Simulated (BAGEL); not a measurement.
# C3H3O2 (SMILES O=C[C]1CO1): UHF/3-21G (density fitting with qzvpp-jkfit)

What is the energy change on altering one bond length of C3H3O2 at UHF/3-21G (density fitting with qzvpp-jkfit)? 

The results are computed with BAGEL 1.2.2.

3 further runs of the same task are left out: 2 that didn't finish, 1 set aside as unsound or not needed.

**1. The molecule**

C3H3O2 has 8 atoms, charge 0, and is taken as a doublet. SMILES: `O=C[C]1CO1`. The shape is that of a GFN2-xTB optimisation. This is one conformer, not always the lowest.

Bond lengths: O1–C2 1.227 Å, C2–C3 1.397 Å, C3–C4 1.439 Å, C3–O5 1.324 Å, C4–O5 1.444 Å, C2–H6 1.104 Å, C4–H7 1.083 Å, C4–H8 1.083 Å. Some angles: O1–C2–C3 125.4°, C2–C3–C4 154.1°, C2–C3–O5 143.0°, C4–C3–O5 62.8°, C3–C4–O5 54.7°, C3–O5–C4 62.5°, O1–C2–H6 121.8°, C3–C2–H6 112.8°, C3–C4–H7 120.2°, C3–C4–H8 120.3°.

**2. The energy at UHF/3-21G (density fitting with qzvpp-jkfit)**

Contents of hf.json:

```json
{ "bagel": [

{
  "title": "molecule",
  "basis": "3-21g",
  "df_basis": "qzvpp-jkfit",
  "angstrom": "true",
  "geometry": [
    { "atom": "O", "xyz": [    0.495090,    1.429710,    1.979240 ] },
    { "atom": "C", "xyz": [   -0.163410,    1.052780,    1.015290 ] },
    { "atom": "C", "xyz": [    0.181300,    0.002970,    0.161280 ] },
    { "atom": "C", "xyz": [   -0.020730,   -0.869620,   -0.965510 ] },
    { "atom": "O", "xyz": [    1.112550,   -0.908360,   -0.071810 ] },
    { "atom": "H", "xyz": [   -1.116540,    1.535710,    0.736700 ] },
    { "atom": "H", "xyz": [    0.203110,   -0.526720,   -1.968120 ] },
    { "atom": "H", "xyz": [   -0.691380,   -1.716470,   -0.887070 ] }
  ]
},
{ "title": "uhf", "nopen": 1 },
{ "title": "print", "file": "orbitals.molden", "orbitals": "true" }

]}
```

The run is started by

```
$ BAGEL_NUM_THREADS=1 BAGEL hf.json > hf.out
```

The program printed:

```text
* using 1 threads per process

  ===============================================================
  ===============================================================

  *** Geometry ***

  { "atom" : "O", "xyz" : [      0.935585,      2.701760,      3.740222 ] },
  { "atom" : "C", "xyz" : [     -0.308800,      1.989466,      1.918620 ] },
  { "atom" : "C", "xyz" : [      0.342607,      0.005612,      0.304775 ] },
  { "atom" : "C", "xyz" : [     -0.039174,     -1.643344,     -1.824549 ] },
  { "atom" : "O", "xyz" : [      2.102415,     -1.716552,     -0.135701 ] },
  { "atom" : "H", "xyz" : [     -2.109955,      2.902071,      1.392161 ] },
  { "atom" : "H", "xyz" : [      0.383822,     -0.995357,     -3.719208 ] },
  { "atom" : "H", "xyz" : [     -1.306519,     -3.243658,     -1.676319 ] },

  Number of auxiliary basis functions:      433

  Since a DF basis is specified, we compute 2- and 3-index integrals:
    o Being stored without compression. Storage requirement is 0.009 GB

  Number of basis functions:       51
  Number of electrons      :       37

    * METHOD: MOLECULE                             0.12

  *** Open-shell HF ***

  === Nuclear Repulsion ===
   155.2149635215

      * DIIS with orbital gradients will be used.

  === UHF iteration (3-21g) ===
      0       -263.22507880          0.05654247           0.04
      1       -263.31204079          0.05037889           0.04
      2       -263.36173000          0.04035364           0.04
      3       -263.43907149          0.00247645           0.04
      4       -263.44441169          0.00184855           0.04
      5       -263.44778704          0.00134730           0.04
      6       -263.45130272          0.00073657           0.04
      7       -263.45235704          0.00033678           0.04
      8       -263.45243264          0.00020037           0.04
      9       -263.45246227          0.00007674           0.04
     10       -263.45246676          0.00003402           0.04
     11       -263.45246755          0.00001416           0.04
     12       -263.45246768          0.00000555           0.04
     13       -263.45246773          0.00000274           0.04
     14       -263.45246774          0.00000142           0.04
     15       -263.45246775          0.00000077           0.05
     16       -263.45246775          0.00000046           0.04
     17       -263.45246776          0.00000033           0.04
     18       -263.45246776          0.00000021           0.04
     19       -263.45246776          0.00000013           0.04
     20       -263.45246776          0.00000010           0.04
     21       -263.45246776          0.00000008           0.04
     22       -263.45246776          0.00000005           0.04
     23       -263.45246776          0.00000002           0.04
     24       -263.45246776          0.00000001           0.04
     25       -263.45246776          0.00000001           0.04
    * SCF iteration converged.

    * S^2 (UHF) is 0.9275

    * Permanent dipole moment:
           (    1.149350,     0.264133,     1.246028) a.u.

    * METHOD: UHF                                  1.18

    * METHOD: PRINT                                0.01

  ===============================================================
```

Run time: 1.6 s. Hardware: 1 thread of Arm Neoverse V2, shared host.

**3. The distorted shape**

Contents of calc.json:

```json
{ "bagel": [

{
  "title": "molecule",
  "basis": "3-21g",
  "df_basis": "qzvpp-jkfit",
  "angstrom": true,
  "geometry": [
    { "atom": "O", "xyz": [    0.593890,    1.486264,    2.123868 ] },
    { "atom": "C", "xyz": [   -0.163410,    1.052780,    1.015290 ] },
    { "atom": "C", "xyz": [    0.181300,    0.002970,    0.161280 ] },
    { "atom": "C", "xyz": [   -0.020730,   -0.869620,   -0.965510 ] },
    { "atom": "O", "xyz": [    1.112550,   -0.908360,   -0.071810 ] },
    { "atom": "H", "xyz": [   -1.116540,    1.535710,    0.736700 ] },
    { "atom": "H", "xyz": [    0.203110,   -0.526720,   -1.968120 ] },
    { "atom": "H", "xyz": [   -0.691380,   -1.716470,   -0.887070 ] }
  ]
},
{
  "title": "uhf",
  "nopen": 1
},
{
  "title": "print",
  "file": "orbitals.molden",
  "orbitals": true
}

]}
```

The run is started by

```
$ BAGEL_NUM_THREADS=1 BAGEL calc.json > calc.out
```

The program printed:

```text
* using 1 threads per process

  ===============================================================
  ===============================================================

  *** Geometry ***

  { "atom" : "O", "xyz" : [      1.122289,      2.808632,      4.013529 ] },
  { "atom" : "C", "xyz" : [     -0.308800,      1.989466,      1.918620 ] },
  { "atom" : "C", "xyz" : [      0.342607,      0.005612,      0.304775 ] },
  { "atom" : "C", "xyz" : [     -0.039174,     -1.643344,     -1.824549 ] },
  { "atom" : "O", "xyz" : [      2.102415,     -1.716552,     -0.135701 ] },
  { "atom" : "H", "xyz" : [     -2.109955,      2.902071,      1.392161 ] },
  { "atom" : "H", "xyz" : [      0.383822,     -0.995357,     -3.719208 ] },
  { "atom" : "H", "xyz" : [     -1.306519,     -3.243658,     -1.676319 ] },

  Number of auxiliary basis functions:      433

  Since a DF basis is specified, we compute 2- and 3-index integrals:
    o Being stored without compression. Storage requirement is 0.009 GB

  Number of basis functions:       51
  Number of electrons      :       37

    * METHOD: MOLECULE                             0.11

  *** Open-shell HF ***

  === Nuclear Repulsion ===
   150.9179643113

      * DIIS with orbital gradients will be used.

  === UHF iteration (3-21g) ===
      0       -263.14351235          0.06326332           0.04
      1       -263.16757129          0.06735515           0.04
      2       -263.21055255          0.06385674           0.05
      3       -263.41037195          0.00380284           0.05
      4       -263.42137261          0.00321885           0.04
      5       -263.42873659          0.00317687           0.04
      6       -263.43754706          0.00257428           0.04
      7       -263.44531669          0.00165607           0.04
      8       -263.44564430          0.00064098           0.04
      9       -263.44569719          0.00050409           0.04
     10       -263.44577561          0.00011092           0.04
     11       -263.44579013          0.00005885           0.04
     12       -263.44580001          0.00002539           0.04
     13       -263.44580321          0.00001430           0.04
     14       -263.44580451          0.00000848           0.05
     15       -263.44580488          0.00000281           0.04
     16       -263.44580490          0.00000172           0.04
     17       -263.44580490          0.00000105           0.04
     18       -263.44580491          0.00000074           0.04
     19       -263.44580491          0.00000054           0.04
     20       -263.44580491          0.00000045           0.05
     21       -263.44580491          0.00000040           0.05
     22       -263.44580491          0.00000034           0.04
     23       -263.44580491          0.00000024           0.04
     24       -263.44580491          0.00000012           0.04
     25       -263.44580491          0.00000007           0.04
     26       -263.44580491          0.00000006           0.04
     27       -263.44580491          0.00000004           0.04
     28       -263.44580491          0.00000002           0.04
     29       -263.44580491          0.00000002           0.04
     30       -263.44580491          0.00000001           0.04
     31       -263.44580491          0.00000001           0.04
     32       -263.44580491          0.00000001           0.04
    * SCF iteration converged.

    * S^2 (UHF) is 1.0121

    * Permanent dipole moment:
           (    1.158916,     0.250405,     1.239112) a.u.

    * METHOD: UHF                                  1.55

    * METHOD: PRINT                                0.01

  ===============================================================
```

It took 1.9 s on 1 thread of Arm Neoverse V2, shared host.

**4. What came out**

Level: UHF/3-21G (density fitting with qzvpp-jkfit).

```
                                                         quantity          value
                                        first shape: total energy  -263.45247 Eh
                                       first shape: dipole moment         4.36 D
                                                first shape: ⟨S²⟩          0.927
                                    distorted shape: total energy  -263.44580 Eh
                                   distorted shape: dipole moment         4.36 D
                                            distorted shape: ⟨S²⟩          1.012
energy change with the O1–C2 bond stretched from 1.227 to 1.411 Å       0.181 eV
```

**Reading.** With the O1–C2 bond stretched from 1.227 to 1.411 Å the energy rises by 0.18 eV (4.2 kcal/mol). The first shape isn't relaxed at this level, so the change isn't measured from a minimum. ⟨S²⟩ (first shape) is 0.93 where a pure doublet has 0.75: the reference is spin-contaminated. ⟨S²⟩ (distorted shape) is 1.01 where a pure doublet has 0.75: the reference is spin-contaminated.
